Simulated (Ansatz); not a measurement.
B(NH2Me)H3 (CH₈BN). Total charge 0; singlet. Geometry PBE-D4/def2-TZVP; atoms count from 1.

| atom | x (Å) | y (Å) | z (Å) |
| --- | --- | --- | --- |
| B1 | -1.202 | -0.539 | 0.335 |
| N2 | -0.125 | 0.548 | -0.242 |
| C3 | 1.290 | 0.114 | -0.147 |
| H4 | -0.249 | 1.429 | 0.267 |
| H5 | -0.358 | 0.748 | -1.220 |
| H6 | 1.979 | 0.872 | -0.546 |
| H7 | 1.515 | -0.084 | 0.907 |
| H8 | 1.395 | -0.824 | -0.703 |
| H9 | -0.906 | -0.698 | 1.508 |
| H10 | -1.043 | -1.542 | -0.341 |
| H11 | -2.297 | -0.024 | 0.181 |

(1) Estimate the Mulliken populations from the PBE0/def2-TZVP orbitals of Ansatz.

(2) And the Mayer bond orders between bonded heavy atoms (over 0.3)?

## Answers

(1) 
| atom | charge (e) |
| --- | --- |
| B1 | -0.34 |
| N2 | -0.24 |
| C3 | -0.30 |
| H4 | 0.26 |
| H5 | 0.26 |
| H6 | 0.14 |
| H7 | 0.16 |
| H8 | 0.16 |
| H9 | -0.04 |
| H10 | -0.04 |
| H11 | -0.04 |
Mulliken values and Mayer orders depend strongly on the basis.

(2) B1–N2 0.68 (1.64 Å); N2–C3 0.95 (1.48 Å).
